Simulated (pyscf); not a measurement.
A first-order saddle from PySCF, ωB97X-D3(BJ)/def2-SVP:

```xyz
7

N      1.8444     0.1503    -0.5886
F      1.7277     1.3936    -0.1235
F     -1.9168     0.5983    -0.2751
Si    -0.9783    -0.6288     0.2418
H      0.7316    -0.2980    -0.3171
H     -1.0063    -0.6504     1.7333
H     -1.5044    -1.9028    -0.3289
```
Charge 0, spin multiplicity 3.

Surface: triplet, charge 0. Lowest wavenumbers (cm⁻¹): 1591i, 22, 56, 138, 300.

### Question
Name the species on either side of this saddle.

### Answer
:N–F [triplet] + F–SiH₃ ⇌ •HN–F + F–SiH₂•, a hydrogen abstraction read from left to right: H–Si broken and H–N formed. At CCSD(T)/def2-TZVPP + ΔMP2(QZVPP) it lies +110.6 kJ/mol from the left side (each side as separated species at their lowest minima found). •HN–F + F–SiH₂• also meet on a surface of lower spin, which isn't treated here. One saddle was located; it need not be the lowest between these sides. The angle at the transferred H is 168°. The CCSD(T) − MP2 part came from Ansatz, without density fitting, on the same reference.
